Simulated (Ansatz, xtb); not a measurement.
Ranking isomers of C2H6B−

4 gas-phase structures of C2H6B−, found in a search over its isomers (lower ones may exist). Each was relaxed with GFN2-xTB; where two conformers were screened, the lower at r2SCAN-D4/def2-SVPD is listed:

A. `[BH2-]1CC1`, a singlet
B. `[BH2-]=CC`, a singlet
C. `[BH3-]C=C`, a singlet
D. `C=[BH-]C`, a singlet

Problem. Which do you expect lowest at r2SCAN-D4/def2-SVPD, and how would the others follow?

Solution. Calculated order at r2SCAN-D4/def2-SVPD: D (0.0), A (2.5), C (4.1), B (5.6) kcal/mol.

Energies above the lowest of each column, in kcal/mol; the last columns are at PBE0-D3(BJ)/def2-SVPD geometries:

| structure | GFN2-xTB | HF/STO-3G | r2SCAN-D4/def2-SVPD | PBE0-D3(BJ)/def2-SVPD | CCSD(T)/def2-SVPD + ΔMP2/def2-TZVPPD |
| --- | --- | --- | --- | --- | --- |
| D | 14.2 | 17.6 | 0.0 | 0.0 | 0.0 |
| A | 0.0 | 0.0 | 2.5 | 2.8 | 8.5 |
| C | 0.0 | 9.8 | 4.1 | 3.7 | 4.7 |
| B | 9.4 | 21.6 | 5.6 | 7.5 | 8.0 |

CCSD(T)/def2-SVPD + ΔMP2/def2-TZVPPD puts D lowest; GFN2-xTB picks C, HF/STO-3G picks A. CCSD(T)/def2-SVPD + ΔMP2/def2-TZVPPD orders those it was run on as D (0.0), C (4.7), B (8.0), A (8.5) kcal/mol. Less than 1 kcal/mol parts B and A, so the order within that pair means little. ΔMP2 is the change of the MP2 energy from the smaller to the larger basis.

Over these structures GFN2-xTB departs from r2SCAN-D4/def2-SVPD by 6.2 kcal/mol on average once a common shift is removed. A GFN2-xTB relaxation took about 0.077 s and the r2SCAN-D4/def2-SVPD energy about 2.4 s on a shared host (Ansatz 0.2.0, xtb 6.7.1).
